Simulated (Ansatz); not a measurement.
SiS₂. The state is a singlet with charge 0. Geometry B3LYP-D4/def2-TZVP, basis def2-TZVP, Ansatz.

```tsv
atom	x (Å)	y (Å)	z (Å)
Si1	0.000	0.000	0.000
S2	-0.122	-1.316	-1.400
S3	0.122	1.316	1.400
```

```tsv
run	HOMO (eV)	LUMO (eV)
A	-7.00	-3.18
B	-7.69	-2.66
C	-8.12	-2.31
D	-7.84	-2.53
E	-7.29	-2.96
F	-7.13	-3.40
```

B3LYP takes the VWN-RPA correlation. The structure comes from a short search, and lower isomers may exist.

The runs used B3LYP, LDA (SPW92), PBE, PBE0, r2SCAN, r2SCANh. Estimate which is which.

A PBE (0 % exact exchange); B r2SCANh (10 % exact exchange); C PBE0 (25 % exact exchange); D B3LYP (20 % exact exchange); E r2SCAN (0 % exact exchange); F LDA (SPW92) (0 % exact exchange). Exact exchange lowers occupied and raises empty levels; among semilocal functionals meta-GGAs tend to open the gap a little, and such runs are hard to tell apart. The gap grows from 3.73 eV (LDA (SPW92)) to 5.82 eV (PBE0).
